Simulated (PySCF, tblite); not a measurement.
# CH5NO2, a complex of two parts: NMR shifts, interaction energy, infrared bands, spin-spin couplings and electronic excitations

Wanted: the NMR shifts, interaction energy, infrared bands, spin-spin couplings and electronic excitations for `O` with `NC=O`.

Programs: tblite 0.8.0 and PySCF 2.14.0. All values are calculated, for the isolated system unless a continuum is named. Atoms count from 0, parts from 1.

## Step 1: Starting point

9 atoms, charge 0, multiplicity 1; geometry: rigid parts in contact. Parts: 1 = atoms 0–2, `O`, charge 0; 2 = atoms 3–8, `NC=O`, charge 0.

## Step 2: Search for minima with GFN2-xTB

What the job is given:

```
{"job": {"kind": "dock", "xc": "GFN2-xTB", "basis": "xTB"}, "charge": 0, "multiplicity": 1, "parts": [{"atoms": "0-2", "charge": 0, "multiplicity": 1}, {"atoms": "3-8", "charge": 0, "multiplicity": 1}]}
O      0.000004     0.378987    -0.017055
H     -0.772056    -0.189398     0.011180
H      0.772052    -0.189589     0.005875
N      2.936344     0.713475     0.863812
C      3.100578    -0.303289     1.731373
O      2.660505    -1.410980     1.580166
H      3.320684     1.627089     1.021295
H      2.409964     0.547673     0.020628
H      3.695145    -0.005072     2.615242
```

Method: GFN2-xTB search for minima from random contacts, gas phase.

Command:

```console
OMP_NUM_THREADS=1 python cluster_run.py task.json out
```

The driver reads the jobs from task.json and runs them one after another.

**Question.** The jobs that follow are: PBE0-D3(BJ)/def2-SVPD geometry optimisation, gas phase; GIAO PBE0/pcSseg-2 NMR shielding, non-relativistic, gas phase; wB97M-D3(BJ)/def2-TZVPD interaction energy, counterpoise and uncorrected, gas phase; PBE0-D3(BJ)/def2-TZVPD interaction energy, counterpoise and uncorrected, gas phase; PBE0-D3(BJ)/def2-SVPD harmonic vibrations by differences of gradients, gas phase; B3LYP/pcJ-1 indirect spin-spin coupling, non-relativistic, gas phase; TDDFT CAM-B3LYP/def2-SVPD, vertical, gas phase, core orbitals frozen in the response. Predict: binding energy (GFN2-xTB); point group; rotational constants (main isotopes); shieldings of C, H, O (PBE0/pcSseg-2); largest proton shift on binding; interaction energy, counterpoise (wB97M-D3(BJ)/def2-TZVPD); superposition error; binding energy (with deformation); strongest single infrared mode (PBE0-D3(BJ)/def2-SVPD); largest coupling of the table (B3LYP/pcJ-1); lowest singlet (CAM-B3LYP/def2-SVPD); brightest single state of those computed; lowest triplet.

The runs gave:

| quantity | value |
| --- | --- |
| binding energy (GFN2-xTB) | -9.12 kcal/mol |
| point group | C1 |
| rotational constants (main isotopes) | 11.30, 4.88, 3.41 GHz |
| shieldings of C, H, O (PBE0/pcSseg-2) | C4 14.2, H8 23.1, H7 24.0, H2 25.7, H6 26.4, H1 30.5, O5 -57.6, O0 307.8 ppm and more |
| largest proton shift on binding | H2, +5.12 ppm |
| interaction energy, counterpoise (wB97M-D3(BJ)/def2-TZVPD) | -10.02 kcal/mol |
| superposition error | 0.10 kcal/mol |
| binding energy (with deformation) | -9.44 kcal/mol |
| strongest single infrared mode (PBE0-D3(BJ)/def2-SVPD) | 3575 cm⁻¹ |
| largest coupling of the table (B3LYP/pcJ-1) | ¹J(C,H) C4–H8, 194.9 Hz |
| lowest singlet (CAM-B3LYP/def2-SVPD) | 5.88 eV (211 nm), f = 0.001 |
| brightest single state of those computed | state 5, 7.97 eV, f = 0.192 |
| lowest triplet | 5.40 eV |
| range of the interaction energy over the runs of this table | -10.48 to -10.02 kcal/mol |

**Reading.** At its xTB geometry the search ends with the contact H2···O5 (hydrogen bond, 1.86 Å); 6 starts can't prove it the lowest minimum. Further contacts there: H7···O0 (hydrogen bond, 2.03 Å). A later relaxation moves these distances. The start of the PBE0/def2-SVPD relaxation was shaken at random by about 0.01 Å, so part of the energy gained, and of the first lengths quoted, undoes that. Over 7 steps the energy fell by 0.111 eV; of the close pairs, O0–H2 changed most, 0.935 to 0.978 Å. At PBE0/pcSseg-2: Shielding is most anisotropic at O5 (span 633 ppm, paramagnetic term -463 ppm). On binding (GIAO PBE0/pcSseg-2 NMR shielding, non-relativistic, gas phase), H2 moves most among the protons, 5.12 ppm downfield. The attractive terms split as electrostatic 66 %, orbital 28 %, dispersion 5 %, against 18.85 kcal/mol of Pauli repulsion. No mode is imaginary at PBE0-D3(BJ)/def2-SVPD; the softest lies at 45 cm⁻¹. Of the pairs tabulated at B3LYP/pcJ-1, C4–H8 couples most strongly (194.9 Hz; Fermi contact 194.1 Hz). The first singlet state (HOMO→LUMO+1 0.97) lies at 5.88 eV and is weak; of the 6 states computed, the strongest absorption comes from state 5 at 7.97 eV (the last state computed absorbs too, and its partners may lie past the list). The lowest triplet lies 0.49 eV below the lowest singlet (triplets in Tamm-Dancoff, singlets in full TDDFT). The interaction energy runs from -10.48 (PBE0-D3(BJ)/def2-TZVPD) to -10.02 kcal/mol (wB97M-D3(BJ)/def2-TZVPD).
